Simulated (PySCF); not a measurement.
Species: HBO.
InChI=1S/BHO/c1-2/h1H

Level of theory: PySCF, PBE0-D3(BJ)/def2-SVP geometry optimisation, gas phase.

Take the most abundant isotopes and a rigid rotor. 

(1) What are the moment of inertia and the rotational constant?

(2) List the first levels of a rigid rotor in a Σ state.

(3) Where do the first rotational lines fall?

(4) Estimate the classical rotational partition function at 10 K, 25 K and 298.15 K.

Results:

(1) I = 12.868 u·Å², B = 505379 MHz·u·Å²/I = 39274 MHz (1.3100 cm⁻¹, or 1.885 K as hB/k).

(2) E(J) = BJ(J+1): J = 1: 2.620, J = 2: 7.860, J = 3: 15.720, J = 4: 26.200, J = 5: 39.301, J = 6: 55.021 cm⁻¹.

(3) The dipole is 2.50 D; J+1 ← J lies at 2B(J+1): 1 ← 0 at 78.55 GHz, 2 ← 1 at 157.09 GHz, 3 ← 2 at 235.64 GHz, 4 ← 3 at 314.19 GHz, 5 ← 4 at 392.74 GHz, 6 ← 5 at 471.28 GHz.

(4) Point group C∞v, symmetry number σ = 1; q = kT/(σhB), k/h = 20836.6 MHz/K: 5.3 at 10 K, 13.3 at 25 K, 158 at 298.15 K.

Not checked by PBE0-D3(BJ)/def2-SVP frequencies. No vibrational averaging or centrifugal distortion is included, and the geometry carries the error of its method.
